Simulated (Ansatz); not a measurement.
# SiH₂F₂: basis-set convergence

The task here is to estimate one member of a computed series from the others.

Computed with Ansatz 0.2.0, Gaussian basis. Level: one geometry, several basis sets.

Plan: PBE0-D4/def2-SVP; ωB97M-V/def2-SVP; PBE0-D4/def2-QZVPP; ωB97M-V/def2-QZVPP; CCSD(T)/cc-pV(D+d)Z; CCSD(T)/cc-pV(T+d)Z; CCSD(T)/cc-pV(Q+d)Z; the functionals' def2-TZVPP values are taken from earlier runs.

## The geometry

The geometry comes from an earlier relaxation with PBE0-D4 in a triple-zeta def2 set; it is a stationary point.

SMILES `F[SiH2]F`, 5 atoms, charge 0, spin multiplicity 1.

Atoms are counted from 1 here; the program's logs count them from 0.

Bond lengths: F1–Si2 1.586 Å, Si2–F3 1.586 Å, Si2–H4 1.474 Å, Si2–H5 1.474 Å. Angles: F1–Si2–F3 108.0°, F1–Si2–H4 108.5°, F1–Si2–H5 108.5°, F3–Si2–H4 108.5°, F3–Si2–H5 108.5°, H4–Si2–H5 114.6°.

The first run:

Contents of in.yaml:

```yaml
crystal:
  periodic: [false, false, false]
  atoms:
    - {symbol: F, position_ang: [-1.069589, 0.523735, 0.971905]}
    - {symbol: Si, position_ang: [0.004779, -0.015268, -0.062200]}
    - {symbol: F, position_ang: [1.257379, -0.535404, 0.759150]}
    - {symbol: H, position_ang: [-0.580194, -1.153333, -0.794711]}
    - {symbol: H, position_ang: [0.437426, 1.106671, -0.915443]}
basis:
  gaussian: {orbitals: def2-SVP}
hamiltonian: {xc: pbe0, dispersion: d4}
output: {orbitals: {seedname: orbitals}}
```

Started as:

```
ansatz run in.yaml --threads 4 --pin off --events-out ev --progress --plain --max-ram 10444MiB
```

Steps of the session up to this table: PBE0-D4 in def2-SVP; ωB97M-V in def2-SVP; PBE0-D4 in def2-QZVPP; ωB97M-V in def2-QZVPP.

One of the session's tables, all rows but one given; the rest of the session is left out.

```
functional       basis  HOMO (eV)  LUMO (eV)
   PBE0-D4    def2-SVP      -9.78       0.97
   PBE0-D4  def2-TZVPP      -9.88       0.31
   PBE0-D4  def2-QZVPP      -9.91       0.06
   ωB97M-V    def2-SVP     -12.02       2.96
   ωB97M-V  def2-TZVPP     -12.16       2.03
   ωB97M-V  def2-QZVPP          ?          ?
```

Q: Estimate the row for ωB97M-V, def2-QZVPP from the others.

**Answer.** HOMO (eV): -12.19; LUMO (eV): 1.49. In the column «HOMO (eV)» it is the lowest.
